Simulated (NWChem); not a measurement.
System: methyl formate (C2H4O2); SMILES COC=O

NWChem input:

```
start job
memory heap 200 mb stack 900 mb global 1100 mb
geometry units angstroms noautoz
  C     -0.509398    -1.318595     0.002594
  O      0.676406    -0.537951     0.001445
  C      0.503956     0.780578     0.000236
  O     -0.552295     1.343814    -0.000184
  H     -1.115372    -1.111425    -0.891944
  H     -0.189132    -2.366689     0.008631
  H     -1.119780    -1.102316     0.891930
  H      1.496118     1.278758    -0.000275
end
basis spherical
  * library def2-tzvpd
end
dft
  xc xpbe96 cpbe96
  iterations 150
  semidirect filesize 400000000
  mulliken
end
task dft energy
```

Output (shortened):

```
             Northwest Computational Chemistry Package (NWChem) 7.3.0
             --------------------------------------------------------

 C1  symmetry detected

                             Geometry "geometry" -> ""
                             -------------------------

 Output coordinates in angstroms (scale by  1.889725989 to convert to a.u.)

  No.       Tag          Charge          X              Y              Z
 ---- ---------------- ---------- -------------- -------------- --------------
    1 C                    6.0000    -0.51282590    -1.31506279     0.00004090
    2 O                    8.0000     0.67441555    -0.53660583    -0.00007409
    3 C                    6.0000     0.50439703     0.78223945     0.00002997
    4 O                    8.0000    -0.55081364     1.34742223    -0.00002489
    5 H                    1.0000    -1.11823699    -1.10586210    -0.89440564
    6 H                    1.0000    -0.19449401    -2.36375116     0.00507065
    7 H                    1.0000    -1.12298696    -1.09856729     0.88947583
    8 H                    1.0000     1.49747591     1.27858944     0.00022575

 Effective nuclear repulsion energy (a.u.)     122.8400347260

  pbe96 is a nonlocal functional; adding pw91lda local functional.

                                 NWChem DFT Module
                                 -----------------

 Summary of "ao basis" -> "ao basis" (spherical)
 ------------------------------------------------------------------------------
       Tag                 Description            Shells   Functions and Types
 ---------------- ------------------------------  ------  ---------------------
 C                         def2-tzvpd               13       37   6s3p3d1f
 O                         def2-tzvpd               14       40   6s4p3d1f
 H                         def2-tzvpd                5        9   3s2p

            General Information
            -------------------
          SCF calculation type: DFT
          Wavefunction type:  closed shell.
          No. of atoms     :     8
          No. of electrons :    32
           Alpha electrons :    16
            Beta electrons :    16
          Charge           :     0
          Spin multiplicity:     1
          Use of symmetry is: off; symmetry adaption is: off
          Maximum number of iterations: 150
          AO basis - number of functions:   190
                     number of shells:    74
          Convergence on energy requested:  1.00D-06
          Convergence on density requested:  1.00D-05
          Convergence on gradient requested:  5.00D-04

              XC Information
              --------------
          PerdewBurkeErnzerhof Exchange Functional  1.000
            Perdew 1991 LDA Correlation Functional  1.000 local
           PerdewBurkeErnz. Correlation Functional  1.000 non-local

             Grid Information
             ----------------
          Grid used for XC integration:  medium
          Radial quadrature: Mura-Knowles
          Angular quadrature: Lebedev.
          Tag              B.-S. Rad. Rad. Pts. Rad. Cut. Ang. Pts.
          ---              ---------- --------- --------- ---------
          C                   0.70       49          11.0       434
          O                   0.60       49          11.0       434
          H                   0.35       45          12.0       434
          Grid pruning is: on
          Number of quadrature shells:   376
          Spatial weights used:  Erf1

      Superposition of Atomic Density Guess
      -------------------------------------

 Sum of atomic energies:        -226.91075678

      Non-variational initial energy
      ------------------------------

 Total energy =    -228.823035
 1-e energy   =    -552.512556
 2-e energy   =     200.849487
 HOMO         =      -0.398358
 LUMO         =       0.020013

------------------------------------------------------------
EAF file 0: "./job.aoints.0" size=753401856 bytes
------------------------------------------------------------
               write      read    awrite     aread      wait
               -----      ----    ------     -----      ----
     calls:     1437         0         0         0         0
   data(b): 7.53e+08  0.00e+00  0.00e+00  0.00e+00
   time(s): 0.00e+00  0.00e+00  0.00e+00  0.00e+00  0.00e+00
rate(mb/s): 0.00e+00  0.00e+00
------------------------------------------------------------

     ---------------------------------------------
      Total Density - Mulliken Population Analysis
     ---------------------------------------------

    Atom       Charge   Shell Charges
 -----------   ------   -------------------------------------------------------
    1 C    6     6.26   0.86  1.12  0.54  0.67  0.09 -0.00  1.14  1.26  0.50  0.02  0.06  0.01  0.01
    2 O    8     8.36   0.79  1.18  0.59  0.94  0.23 -0.01  1.90  2.08  0.62  0.00  0.00  0.03  0.01  0.00
    3 C    6     5.24   0.86  1.12  0.53  0.55  0.17  0.03  0.91  0.80  0.09  0.05  0.11  0.00  0.02
    4 O    8     8.81   0.79  1.18  0.61  0.95  0.32  0.00  2.02  2.10  0.78  0.02  0.00  0.02  0.00  0.00
    5 H    1     0.80   0.25  0.46  0.06  0.02  0.02
    6 H    1     0.86   0.25  0.46  0.10  0.02  0.03
    7 H    1     0.84   0.25  0.45  0.11  0.02  0.01
    8 H    1     0.83   0.24  0.46  0.10  0.02  0.01

   convergence    iter        energy       DeltaE   RMS-Dens  Diis-err
 ---------------- ----- ----------------- --------- --------- ---------
 d= 0,ls=0.0,diis     1   -228.7644525712 -3.52D+02  9.07D-03  1.48D+00
 d= 0,ls=0.0,diis     2   -228.1116935200  6.53D-01  6.34D-03  7.98D+00
 d= 0,ls=0.0,diis     3   -228.8561856725 -7.44D-01  2.16D-03  5.00D-01
 d= 0,ls=0.0,diis     4   -228.8802177632 -2.40D-02  9.10D-04  2.60D-01
 d= 0,ls=0.0,diis     5   -228.9022642596 -2.20D-02  2.23D-04  5.29D-03
  Resetting Diis
 d= 0,ls=0.0,diis     6   -228.9026972931 -4.33D-04  7.93D-05  5.81D-04
 d= 0,ls=0.0,diis     7   -228.9027669732 -6.97D-05  1.76D-05  5.95D-06
 d= 0,ls=0.0,diis     8   -228.9027659578  1.02D-06  9.00D-06  1.63D-05
 d= 0,ls=0.0,diis     9   -228.9027676526 -1.69D-06  2.23D-06  6.21D-07
 d= 0,ls=0.0,diis    10   -228.9027676899 -3.73D-08  9.50D-07  1.56D-07

         Total DFT energy =     -228.902767689919
      One electron energy =     -555.237346542424
           Coulomb energy =      232.741508271238
    Exchange-Corr. energy =      -29.246964144727
 Nuclear repulsion energy =      122.840034725994

 Numeric. integr. density =       32.000003497362

                       DFT Final Molecular Orbital Analysis
                       ------------------------------------

 Vector   14  Occ=2.000000D+00  E=-3.231861D-01
              MO Center=  1.4D-01, -5.8D-01,  1.5D-03, r^2= 2.4D+00
   Bfn.  Coefficient  Atom+Function         Bfn.  Coefficient  Atom+Function
  ----- ------------  ---------------      ----- ------------  ---------------
    44      0.297126  2 O  px                47      0.243102  2 O  px
     7     -0.200540  1 C  px                42      0.190727  2 O  s
   121      0.172480  4 O  px                10     -0.148252  1 C  px
   165     -0.144597  6 H  s                 41      0.134216  2 O  s
    50      0.131709  2 O  px               124      0.125098  4 O  px

 Vector   15  Occ=2.000000D+00  E=-2.792755D-01
              MO Center= -1.3D-02, -6.7D-02, -9.2D-04, r^2= 2.2D+00
   Bfn.  Coefficient  Atom+Function         Bfn.  Coefficient  Atom+Function
  ----- ------------  ---------------      ----- ------------  ---------------
    46      0.361776  2 O  pz                49      0.303811  2 O  pz
   123     -0.269624  4 O  pz               126     -0.221091  4 O  pz
    52      0.207990  2 O  pz                15     -0.153774  1 C  pz
   129     -0.145623  4 O  pz                 9     -0.126957  1 C  pz
   156      0.122940  5 H  s                174     -0.122197  7 H  s

 Vector   16  Occ=2.000000D+00  E=-2.471321D-01
              MO Center= -1.9D-01,  1.1D+00,  4.9D-05, r^2= 1.6D+00
   Bfn.  Coefficient  Atom+Function         Bfn.  Coefficient  Atom+Function
  ----- ------------  ---------------      ----- ------------  ---------------
   122      0.381260  4 O  py               125      0.312177  4 O  py
   128      0.233003  4 O  py               121      0.211223  4 O  px
   124      0.168418  4 O  px                45      0.155072  2 O  py
   183     -0.143040  8 H  s                 48      0.127741  2 O  py
   166     -0.120113  6 H  s                 14     -0.109675  1 C  py

 Vector   17  Occ=0.000000D+00  E=-4.502482D-02
              MO Center=  3.3D-01,  7.7D-01, -4.2D-04, r^2= 2.0D+00
   Bfn.  Coefficient  Atom+Function         Bfn.  Coefficient  Atom+Function
  ----- ------------  ---------------      ----- ------------  ---------------
    89      0.383567  3 C  pz                86      0.379335  3 C  pz
   157      0.302852  5 H  s                175     -0.300622  7 H  s
   123     -0.293974  4 O  pz                92      0.260585  3 C  pz
   126     -0.252970  4 O  pz               129     -0.237627  4 O  pz
    46     -0.201488  2 O  pz                49     -0.177490  2 O  pz

 Vector   18  Occ=0.000000D+00  E=-8.369190D-03
              MO Center= -3.1D-01, -1.2D+00, -5.3D-04, r^2= 1.0D+01
   Bfn.  Coefficient  Atom+Function         Bfn.  Coefficient  Atom+Function
  ----- ------------  ---------------      ----- ------------  ---------------
    43      4.453871  2 O  s                  5     -2.831760  1 C  s
    83     -2.790370  3 C  s                120      2.487499  4 O  s
     6     -2.427645  1 C  s                184     -2.220467  8 H  s
   166      1.061044  6 H  s                 90      1.031101  3 C  px
   103      0.968496  3 C  d -2              91      0.667297  3 C  py

 Vector   19  Occ=0.000000D+00  E= 1.594101D-02
              MO Center=  7.9D-01,  7.1D-02,  4.6D-04, r^2= 1.1D+01
   Bfn.  Coefficient  Atom+Function         Bfn.  Coefficient  Atom+Function
  ----- ------------  ---------------      ----- ------------  ---------------
    83      4.246699  3 C  s                 82      3.411517  3 C  s
   184     -2.745206  8 H  s                166      2.582626  6 H  s
     6     -2.505970  1 C  s                 43     -1.816211  2 O  s
     5     -1.766344  1 C  s                120     -1.257720  4 O  s
    54     -1.115211  2 O  py                14      0.766891  1 C  py

------------------------------------------------------------
EAF file 0: "./job.aoints.0" size=1069023232 bytes
------------------------------------------------------------
               write      read    awrite     aread      wait
               -----      ----    ------     -----      ----
     calls:     2039         9         0     18342     18342
   data(b): 1.07e+09  4.72e+06  0.00e+00  9.62e+09
   time(s): 0.00e+00  0.00e+00  0.00e+00  0.00e+00  0.00e+00
rate(mb/s): 0.00e+00  0.00e+00
------------------------------------------------------------

     ---------------------------------------------
      Total Density - Mulliken Population Analysis
     ---------------------------------------------

    Atom       Charge   Shell Charges
 -----------   ------   -------------------------------------------------------
    1 C    6     6.41   0.85  1.12  0.53  0.68  0.07  0.00  1.32  1.18  0.57  0.02  0.06  0.01  0.01
    2 O    8     8.16   0.79  1.18  0.60  0.92  0.29  0.01  1.90  1.87  0.56  0.01  0.00  0.04 -0.00  0.00
    3 C    6     5.90   0.86  1.11  0.55  0.58  0.16  0.02  1.28  0.96  0.12  0.06  0.16  0.03  0.02
    4 O    8     8.39   0.79  1.18  0.61  0.90  0.40  0.07  1.89  1.75  0.72  0.04  0.00  0.02  0.00  0.00
    5 H    1     0.79   0.27  0.48 -0.01  0.02  0.03
    6 H    1     0.81   0.28  0.48 -0.00  0.02  0.03
    7 H    1     0.79   0.27  0.48 -0.01  0.02  0.03
    8 H    1     0.75   0.27  0.48 -0.02  0.02  0.01

     -------------------------------------------
      Total Density - Lowdin Population Analysis
     -------------------------------------------

    Atom       Charge   Shell Charges
 -----------   ------   -------------------------------------------------------
    1 C    6     6.08   0.91  1.04  0.34  0.27  0.12  0.07  1.12  1.22  0.39  0.03  0.31  0.22  0.06
    2 O    8     8.04   0.87  1.08  0.50  0.47  0.20  0.08  1.73  1.75  0.67  0.13  0.00  0.09  0.44  0.01
    3 C    6     6.41   0.91  1.03  0.34  0.24  0.12  0.07  1.08  1.03  0.34  0.09  0.70  0.32  0.14
    4 O    8     7.91   0.87  1.09  0.51  0.53  0.26  0.08  1.72  1.76  0.72  0.12  0.00  0.06  0.18  0.01
    5 H    1     0.90   0.24  0.33  0.11  0.05  0.16
    6 H    1     0.91   0.25  0.34  0.11  0.05  0.15
    7 H    1     0.90   0.24  0.33  0.11  0.05  0.16
    8 H    1     0.86   0.24  0.33  0.12  0.05  0.12

     Multipole analysis of the density
     ---------------------------------

     L   x y z        total         alpha         beta         nuclear
     -   - - -        -----         -----         ----         -------
     0   0 0 0      0.000000    -16.000000    -16.000000     32.000000

     1   1 0 0      0.271670      0.135835      0.135835      0.000000
     1   0 1 0     -0.701681     -0.350840     -0.350840      0.000000
     1   0 0 1      0.000150      0.000075      0.000075      0.000000

     2   2 0 0    -17.953264    -33.906433    -33.906433     49.859601
     2   1 1 0      3.239645     -2.711591     -2.711591      8.662827
     2   1 0 1      0.000011     -0.000556     -0.000556      0.001123
     2   0 2 0    -18.105496    -81.416016    -81.416016    144.726536
     2   0 1 1     -0.000342     -0.000369     -0.000369      0.000396
     2   0 0 2    -17.339150    -11.510632    -11.510632      5.682115
```

Level: PBE/def2-TZVPD. All runs use the structure optimised with PBE0/def2-SVP.
